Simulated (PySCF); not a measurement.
## The first ionisation energy along the second row

Calculated with PySCF 2.14 from differences of total energies of unrestricted determinants, without spin-orbit coupling. Values in eV. The last column holds reference values (NIST; (s) semi-empirical, (t) theoretical, else measured). Unmarked ones compare directly (S terms, centres of terms, or small fine structure); those marked * lie between the lowest fine-structure levels and include a spin-orbit shift.

```json
{"element": "Li (aug-cc-pVQZ with one added diffuse shell each of s, p, d, f, g type, non-relativistic)", "configurations": "[He] 2s1 → 1s2", "UHF": "5.343", "LDA": "5.470", "PBE": "5.585", "PBE0": "5.568", "r2SCAN": "5.390", "SCS-MP2 (valence)": "n/a", "reference": "5.392"}
{"element": "Be (aug-cc-pVQZ with one added diffuse shell each of s, p, d, f, g type, non-relativistic)", "configurations": "[He] 2s2 → [He] 2s1", "UHF": "8.043", "LDA": "9.025", "PBE": "8.998", "PBE0": "8.973", "r2SCAN": "8.793", "SCS-MP2 (valence)": "9.008", "reference": "9.323"}
{"element": "B (aug-cc-pVQZ with one added diffuse shell each of s, p, d, f, g type, non-relativistic)", "configurations": "[He] 2s2 2p1 → [He] 2s2", "UHF": "8.041", "LDA": "8.644", "PBE": "8.673", "PBE0": "8.647", "r2SCAN": "8.770", "SCS-MP2 (valence)": "8.260", "reference": "8.297"}
{"element": "C (aug-cc-pVQZ with one added diffuse shell each of s, p, d, f, g type, non-relativistic)", "configurations": "[He] 2s2 2p2 → [He] 2s2 2p1", "UHF": "10.799", "LDA": "11.690", "PBE": "11.541", "PBE0": "11.514", "r2SCAN": "11.667", "SCS-MP2 (valence)": "11.150", "reference": "11.262"}
{"element": "N (aug-cc-pVQZ with one added diffuse shell each of s, p, d, f, g type, non-relativistic)", "configurations": "[He] 2s2 2p3 → [He] 2s2 2p2", "UHF": "13.894", "LDA": "15.007", "PBE": "14.731", "PBE0": "14.702", "r2SCAN": "14.805", "SCS-MP2 (valence)": "14.354", "reference": "14.545"}
{"element": "O (aug-cc-pVQZ with one added diffuse shell each of s, p, d, f, g type, non-relativistic)", "configurations": "[He] 2s2 2p4 → [He] 2s2 2p3", "UHF": "12.024", "LDA": "14.003", "PBE": "14.064", "PBE0": "13.849", "r2SCAN": "13.716", "SCS-MP2 (valence)": "13.563", "reference": "13.608"}
{"element": "F (aug-cc-pVQZ with one added diffuse shell each of s, p, d, f, g type, non-relativistic)", "configurations": "[He] 2s2 2p5 → [He] 2s2 2p4", "UHF": "15.652", "LDA": "17.959", "PBE": "17.657", "PBE0": "17.446", "r2SCAN": "17.537", "SCS-MP2 (valence)": "17.402", "reference": "17.427"}
{"element": "Ne (aug-cc-pVQZ with one added diffuse shell each of s, p, d, f, g type, non-relativistic)", "configurations": "[Ne] → [He] 2s2 2p5", "UHF": "19.660", "LDA": "22.189", "PBE": "21.661", "PBE0": "21.451", "r2SCAN": "21.483", "SCS-MP2 (valence)": "21.599", "reference": "21.597"}
```

**Question.** Which of these methods has the smallest mean absolute error against the measured values here?

**Answer.** SCS-MP2 (valence), with 0.104 eV.

| method | elements | mean error (eV) | mean absolute error (eV) | largest error (eV) |
| --- | --- | --- | --- | --- |
| UHF | 8 | -0.999 | 0.999 | -1.936 |
| LDA | 8 | 0.317 | 0.392 | 0.592 |
| PBE | 8 | 0.182 | 0.264 | 0.455 |
| PBE0 | 8 | 0.087 | 0.212 | 0.351 |
| r2SCAN | 8 | 0.089 | 0.250 | -0.530 |
| SCS-MP2 (valence) | 7 | -0.103 | 0.104 | -0.315 |

Errors include the incompleteness of the basis and the frozen core.

"Valence" correlates the outer s and p shells and, in groups 3 to 12 and the f block, the outer d or f shell, open or full, or the next shell where the ion has no valence electron left; the wider scheme adds the next inner shell.
